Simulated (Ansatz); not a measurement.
Relaxation of CH7BO (10 atoms, charge 0, multiplicity 1), to a largest force component of 0.03 eV/Å in at most 50 steps.

The calculation used RKS BLYP/6-31G* (Ansatz 0.2.0).

```xyz
10
Properties=species:S:1:pos:R:3
B -0.003 0.021 0.180
C -0.097 0.150 1.766
H -1.040 -0.229 2.204
H 0.745 -0.338 2.284
H -0.034 1.224 2.039
H 1.048 -0.061 -0.404
O -1.102 0.086 -0.640
H -1.934 0.170 -0.126
H 0.072 -2.357 0.494
H 0.074 -2.084 1.149
```

Task: Where does it end, and by what steps?

Result: The forces met the threshold. The force dipped under the threshold on the way, but the program's further checks kept it going. After 22 steps the energy has fallen by 0.273 eV; H10 moved furthest, 2.78 Å.

```csv
step,energy less start (eV),largest force component (eV/Å),accepted
0,0.0000,1.354,yes
1,-0.1447,0.207,yes
2,-0.1993,0.165,yes
3,-0.2277,0.124,yes
4,-0.2425,0.305,yes
5,-0.2541,0.164,yes
6,-0.2581,0.215,yes
7,-0.2620,0.222,yes
8,-0.2668,0.221,yes
9,-0.2693,0.152,yes
10,-0.2699,0.156,yes
11,-0.2709,0.115,yes
12,-0.2713,0.049,yes
13,-0.2718,0.009,yes
14,-0.2719,0.009,yes
15,-0.2722,0.037,yes
16,-0.2723,0.033,yes
17,-0.2727,0.028,yes
18,-0.2730,0.035,yes
19,-0.2731,0.036,yes
20,-0.2732,0.060,yes
21,-0.2733,0.033,yes
22,-0.2733,0.012,yes
```

```xyz
10
Properties=species:S:1:pos:R:3
B -0.085 0.793 0.197
C -0.182 0.862 1.775
H -1.193 0.691 2.192
H 0.501 0.121 2.233
H 0.170 1.847 2.137
H 0.957 0.964 -0.384
O -1.151 0.541 -0.629
H -1.978 0.408 -0.117
H 0.274 -4.800 0.404
H 0.415 -4.845 1.138
```

Whether the end is a true minimum wasn't checked by a vibrational analysis.

The run took 18 s on 1 thread of Intel(R) Xeon(R) 6975P-C (Granite Rapids) (shared host), peak memory 0.14 GiB.
